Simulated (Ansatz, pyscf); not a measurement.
H₂C=CH₂ (SMILES C=C) + NH₃ (SMILES N) → H₃C–CH₂–NH₂ (SMILES CCN), an addition across a multiple bond or ene-type step on the singlet surface: H–N broken, C–N, C–H formed. Single points on ωB97X-D3(BJ)/def2-SVP structures (PySCF, gas phase). Wave-function energies: Ansatz (an electronic-structure program), frozen core, RHF or UHF references. In kcal/mol, from the separated reactants.

Cost: rough CPU time of the saddle's run relative to CCSD(T)/cc-pV(D+d)Z, from one job on a shared machine, with the HF step and its search for lower states.

```tsv
level	barrier	reaction energy	cost
B3LYP-D3(BJ)/def2-TZVP	53.01	-17.03	–
r²SCAN/def2-TZVP	49.87	-19.56	–
CCSD(T)/cc-pV(D+d)Z	55.62	-19.23	1
CCSDT(Q)/cc-pV(D+d)Z	___	___	300
CCSD(T)/cc-pV(T+d)Z	55.35	-17.26	20
CCSD(T)/cc-pV(Q+d)Z	___	-17.11	–
```

Q: Some entries are withheld; supply them.

A: 
- CCSDT(Q)/cc-pV(D+d)Z, barrier: 55.48
- CCSDT(Q)/cc-pV(D+d)Z, reaction energy: -19.05
- CCSD(T)/cc-pV(Q+d)Z, barrier: 55.20

In cc-pV(D+d)Z, going from CCSD(T) to CCSDT(Q) shifts the barrier by -0.13 and the reaction energy by +0.18 kcal/mol. With HF in the quadruple-zeta basis and the correlation energy extrapolated as X⁻³ from X = 3, 4, CCSD(T) gives 54.90 and -17.31; adding the double-zeta shift gives ΔE‡ = 54.77 and ΔE = -17.13 kcal/mol, without core correlation, relativity or geometry relaxation at these levels. One saddle was located; it need not be the lowest between these sides. The CCSD(T) − MP2 part came from Ansatz, without density fitting, on the same reference.
